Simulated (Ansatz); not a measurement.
**TO phonon frequency at L of rock-salt MgS at several levels of theory**

No measured value is used here.

```csv
level (code),value (cm⁻¹),cell (Å³/atom)
LDA (Ansatz),210,16.87
PBE (Ansatz),193,17.88
PBEsol (Ansatz),204,17.39
r²SCAN (Ansatz),201,17.61
r²SCANh (Ansatz),202,17.53
Hartree–Fock (Ansatz),179,18.45
```

Each level is taken at its own relaxed cell. Cutoffs and k meshes differ between the levels. Ansatz's density-functional and Hartree–Fock values are scalar-relativistic unless marked +SOC, with PAW data made under PBE.

Ansatz is an electronic-structure program.
